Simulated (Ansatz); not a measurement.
```yaml
crystal:
  periodic: [false, false, false]
  atoms:
    - {symbol: Ge, position_ang: [-0.693794, -0.102126, -0.001419]}
    - {symbol: Cl, position_ang: [1.461329, 0.170941, 0.002893]}
    - {symbol: H, position_ang: [-1.400196, 1.347344, 0.000539]}
basis:
  gaussian: {orbitals: def2-TZVP}
magnetization: {spin_polarized: true, initial_magnetization: 2}
hamiltonian: {xc: pbe0}
relax: {f_tol: 0.004, max_steps: 80}
```

```sh
$ ansatz run in.yaml --threads 1 --pin off --events-out ev --progress --plain --max-ram 2176MiB
```

Steps of the relaxation (energy above the last step; positions in Å, forces in eV/Å):

```
3
step 1, 39.1 meV
Ge   -0.694   -0.102   -0.001    0.133    0.838    0.002
Cl    1.461    0.171    0.003   -0.271   -0.163   -0.001
H    -1.400    1.347    0.001    0.138   -0.675   -0.001
```

```
3
step 2, 2.3 meV
Ge   -0.665   -0.036   -0.001    0.041    0.153    0.000
Cl    1.487    0.131    0.003   -0.153    0.002    0.000
H    -1.454    1.322    0.000    0.112   -0.155    0.000
```

```
3
step 3, 0.0 meV
Ge   -0.667   -0.035   -0.001    0.008   -0.020    0.000
Cl    1.474    0.136    0.003    0.000    0.001    0.000
H    -1.440    1.315    0.000   -0.008    0.018    0.000
```

```
3
step 4, 0.0 meV
Ge   -0.667   -0.035   -0.001    0.000    0.000    0.000
Cl    1.474    0.136    0.003    0.000    0.000    0.000
H    -1.440    1.315    0.000    0.000    0.000    0.000
```

Close pairs at the end: Ge1–H3 1.556 Å, Ge1–Cl2 2.148 Å.

A stationary point of unrestricted PBE0 after 4 steps, with ⟨S²⟩ = 2.004 against 2.00 for a pure state; no frequencies were run, so it isn't proven a minimum. 11 s on 1 thread of AMD EPYC 9R14, shared host.
